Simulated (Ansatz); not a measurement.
# H3Si–OH, H3Ge–OH: bond dissociation energies

Ansatz 0.2.0, basis cc-pVDZ; geometries are PBE0/def2-TZVP minima. Wave-function levels freeze the cores with the filled d shells of p-block atoms; HF, MP2 and coupled cluster are restricted for singlets and unrestricted otherwise, atoms included, restricted open-shell where a d shell is frozen. The reference is CCSDT(Q) (coupled cluster only where its series has nearly closed). An error is the level's value less the reference. None of these values is a measured one. Energies are electronic, without zero-point terms. No spin–orbit coupling and no scalar relativity. The set is small: it underbinds, by tens of kJ/mol for each bond, so near ties and functionals' places can change in larger sets. The species are chosen: bound, without strong static correlation by their natural occupations or amplitudes, in their lowest spin state as far as vertical gaps and like structures tell, and with a ladder that closes on the reference, so errors are smaller than for species at large; levels whose determinant breaks symmetry or spin markedly are left out.

```csv
species,bonds (Å),quantity,symmetry of the states,reference,value (kJ/mol),error CCSD,error CCSD(T),error CCSDT
"H3Si–OH, singlet","O–Si 1.648, Si–H 1.481/1.489, O–H 0.958, angles at O 118°, angles at Si 106/108/110/112°","Si–H bond energy, to H2Si–OH (doublet) + H",A' / A,CCSDT(Q),386.7,0.5,0.3,0.1
"H3Ge–OH, singlet","O–Ge 1.783, Ge–H 1.531/1.541, O–H 0.959, angles at O 113°, angles at Ge 104/110/111°","Ge–H bond energy, to H2Ge–OH (doublet) + H",A' / A,CCSDT(Q),356.7,0.7,0.2,-0.1
```

The reference falls from Si to Ge, by 30.0 kJ/mol in all.
